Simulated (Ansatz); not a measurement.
Geometry optimisation, Ansatz 0.2.0, RKS r2SCAN/def2-SVP.

Input file:

```yaml
crystal:
  periodic: [false, false, false]
  atoms:
    - { symbol: O, position_ang: [-0.48241, -1.51239, -0.84187] }
    - { symbol: C, position_ang: [-0.18336, -0.72697, 0.3931] }
    - { symbol: Si, position_ang: [0.27899, 0.93493, 0.19957] }
    - { symbol: H, position_ang: [-0.71192, -2.38001, -0.4926] }
    - { symbol: H, position_ang: [0.68141, 2.21709, 0.89041] }
    - { symbol: H, position_ang: [0.31771, 1.36738, -1.24491] }
total_charge: -1
basis:
  gaussian: { orbitals: def2-SVP }
hamiltonian:
  xc: r2scan
relax:
  f_tol: 0.015
  max_steps: 40
```

Launched with:

```bash
$ ansatz run input.yaml --threads 1 --pin off --max-ram 2048MiB --backend cpu --events-out ev --progress --plain --runs-dir out
```

Task: Where does it end, and by what steps?

Result: It converged. Limits of this set-up: an anion without diffuse functions, the dipole of an ion depends on the origin. After 13 steps the energy has fallen by 0.775 eV; Si3 moved furthest, 0.50 Å.

```csv
step,energy less start (eV),largest force component (eV/Å),accepted
0,0.0000,2.299,yes
1,-0.5150,0.966,yes
2,-0.6153,0.726,yes
3,-0.7135,0.311,yes
4,-0.7430,0.382,yes
5,-0.7547,0.299,yes
6,-0.7609,0.368,yes
7,-0.7688,0.286,yes
8,-0.7719,0.209,yes
9,-0.7738,0.124,yes
10,-0.7745,0.075,yes
11,-0.7749,0.036,yes
12,-0.7749,0.018,yes
13,-0.7749,0.005,yes
```

```xyz
6
Properties=species:S:1:pos:R:3
O -0.538 -1.510 -0.704
C -0.138 -0.674 0.325
Si 0.675 0.888 -0.109
H -0.752 -2.348 -0.273
H 0.378 1.843 1.032
H 0.275 1.700 -1.368
```

Run time: 23 s on 1 thread of Intel(R) Xeon(R) 6975P-C (Granite Rapids), on a shared host, peak memory 0.15 GiB.
